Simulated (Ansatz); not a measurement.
Input file:

```yaml
crystal:
  periodic: [false, false, false]
  atoms:
    - {symbol: B, position_ang: [0.000000, -0.163926, 0.684078]}
    - {symbol: N, position_ang: [0.000000, 0.077372, -0.623942]}
    - {symbol: H, position_ang: [0.000000, 0.683049, 1.333209]}
basis:
  gaussian: {orbitals: 6-31G}
magnetization: {spin_polarized: false, initial_magnetization: 3}
correlation: {method: bccd_t, electrons: outside_noble_gas}
```

```sh
$ ansatz run in.yaml --threads 1 --pin off --events-out ev --progress --plain --max-ram 2393MiB
```

(1) Roughly how long does this take on 1 thread of INTEL XEON PLATINUM 8581C, shared host, and how much host memory?

```
290 factors; integrals over basis functions are off by at most 2.0e-4 eV
mean field evaluation 1: about -2161.9249 eV, gradient 1.1e1 eV
mean field evaluation 2: about -2161.9266 eV, gradient 1.1e1 eV
mean field evaluation 4: about -2163.3359 eV, gradient 1.2e0 eV
mean field evaluation 8: about -2163.3969 eV, gradient 2.4e-1 eV
mean field evaluation 16: about -2163.1832 eV, gradient 3.7e0 eV
mean field evaluation 32: about -2162.3090 eV, gradient 1.1e-1 eV
mean field evaluation 64: about -2160.8888 eV, gradient 2.0e-3 eV
mean field evaluation 96: about -2160.8888 eV, gradient 1.8e-3 eV
mean field -2163.40135677 eV, -79.5035334552 hartree, gradient 2.8e-6 eV, S^2 3.750000; 5 other end points of the search recorded, 0 dependent functions left out
mean field evaluation 128: about -2162.3964 eV, gradient 1.4e-4 eV
determinant -2163.40135677 eV, -79.5035334552 hartree, with singles and doubles -2166.21792272 eV, -79.6070403445 hartree
determinant -2162.30755437 eV, -79.4633369585 hartree, with singles and doubles -2165.49941554 eV, -79.5806356927 hartree
determinant -2161.30521417 eV, -79.4265016355 hartree, with singles and doubles -2164.27544386 eV, -79.5356555634 hartree
determinant -2160.88877987 eV, -79.4111979571 hartree, with singles and doubles -2164.10581817 eV, -79.5294219343 hartree
2 core orbitals not correlated: weight in the atoms' cores, before any rotation towards them, 1.000 or more for the frozen orbitals, at most 0.000 for the correlated occupied ones
reference -2163.40135677 eV, -79.5035334552 hartree; 6, 3 occupied and 12, 15 virtual orbitals, 290 factors
second order -2.20600032 eV of doubles, -0.05135403 eV of singles
cycle   1  -2.81331786 eV  change    3.2e-3 eV  update   5.6e-3
cycle   2  -2.81160794 eV  change    1.7e-3 eV  update   2.3e-3
cycle   3  -2.81086435 eV  change    7.4e-4 eV  update   1.9e-3
cycle   4  -2.81104709 eV  change   -1.8e-4 eV  update   1.4e-3
cycle   5  -2.81138350 eV  change   -3.4e-4 eV  update   7.3e-4
cycle   6  -2.81133300 eV  change    5.1e-5 eV  update   2.7e-4
cycle   7  -2.81138473 eV  change   -5.2e-5 eV  update   1.2e-4
cycle   8  -2.81138381 eV  change    9.2e-7 eV  update   5.5e-5
cycle   9  -2.81135307 eV  change    3.1e-5 eV  update   2.3e-5
cycle  10  -2.81134195 eV  change    1.1e-5 eV  update   1.0e-5
cycle  11  -2.81133976 eV  change    2.2e-6 eV  update   4.9e-6
perturbative correction -0.05223038 eV, -0.0019194312 hartree
Total energy: -2166.26492692 eV, -79.6087677170 hartree
```

For the same geometry and basis full CI lies 17.7 meV lower.

Results:

(1) 0.45 s wall and 0.15 GiB.
